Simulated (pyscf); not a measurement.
## Elimination: HO–Ge:–OH [singlet] → water (H₂O) + O=Ge: [singlet]

Gas phase, singlet surface, charge 0. Bonds broken: O1–Ge2, O3–H5. Bonds formed: O1–H5. Optimised with ωB97X-D3(BJ)/def2-SVP in PySCF. MP2 and CC: frozen core, UHF for open shells. ΔMP2 is the change of the MP2 total energy from the triple- to the quadruple-zeta basis.

Transition state (Å):

```xyz
5

O      0.0418     0.2739    -0.5988
Ge     1.7277     1.4783    -0.4701
O      1.6986     0.5989     0.9763
H     -0.8559     0.6288    -0.5395
H      0.5801     0.1351     0.4204
```

One imaginary mode, 1212i cm⁻¹; descent along it reached the two sides named, in the forms told below.

| bond | change | reactant side (Å) | saddle | product side |
|---|---|---|---|---|
| O1–Ge2 | breaks | 1.797 | 2.076 | 2.461 |
| O3–H5 | breaks | 0.969 | 1.332 | 2.072 |
| O1–H5 | forms | 2.442 | 1.161 | 0.978 |

Electronic energies relative to the reactant's lowest minimum found (kcal/mol):

| level | barrier | reaction energy | reverse barrier |
|---|---|---|---|
| ωB97X-D3(BJ)/def2-TZVP | 37.5 | +40.3 | -2.8 |
| PBE/def2-TZVP | 30.2 | +34.6 | -4.4 |
| r²SCAN/def2-TZVP | 34.2 | +38.7 | -4.5 |
| B3LYP-D3(BJ)/def2-TZVP | 35.1 | +36.7 | -1.6 |
| PBE0-D3(BJ)/def2-TZVP | 35.1 | +39.7 | -4.5 |
| M06-2X/def2-TZVP | 38.8 | +44.4 | -5.6 |
| ωB97M-D3(BJ)/def2-TZVP | 36.4 | +38.0 | -1.6 |
| HF/def2-TZVP | 50.4 | +43.0 | 7.5 |
| MP2/def2-QZVPP | 33.8 | +30.6 | 3.2 |
| CCSD/def2-TZVPP | 39.1 | +36.5 | 2.6 |
| CCSD(T)/def2-TZVPP | 36.0 | +33.9 | 2.1 |
| CCSD(T)/def2-TZVPP + ΔMP2(QZVPP) | 35.9 | +33.4 | 2.6 |

With CCSD(T)/def2-TZVPP + ΔMP2(QZVPP) energies and thermal terms (ideal gas, 1 atm, RRHO with modes under 100 cm⁻¹ raised to 100, one conformer, R ln 2 for chiral ones without a mode under 150 cm⁻¹), in kcal/mol:

```csv
T (K),ΔH‡,ΔG‡,ΔH,ΔG
298,33.3,33.3,+32.5,+23.3
600,32.6,33.6,+31.9,+14.1
900,32.0,34.2,+31.0,+5.4
1200,31.6,35.0,+30.1,-3.0
```

On the product side the descent ends in a bound adduct, 9.8 kcal/mol under the separated species and 7.0 kcal/mol under the saddle at ωB97X-D3(BJ)/def2-TZVP. At ωB97X-D3(BJ), PBE, r²SCAN, B3LYP-D3(BJ), PBE0-D3(BJ), M06-2X, ωB97M-D3(BJ) the saddle lies under the separated products, which points to a path from their complex (located at ωB97X-D3(BJ) alone), and parting the products costs more than the saddle. This is the saddle that the search found; another between the same sides may lie lower. The CCSD(T) − MP2 part came from Ansatz, without density fitting, on the same reference. The frozen core leaves the outer d or s,p core shells of the metals and heavy elements correlated in the MP2 and CC values, and def2-TZVPP describes them poorly, which can shift differences by a few kcal/mol. Elements up to Kr have no core potential and no relativistic terms here.
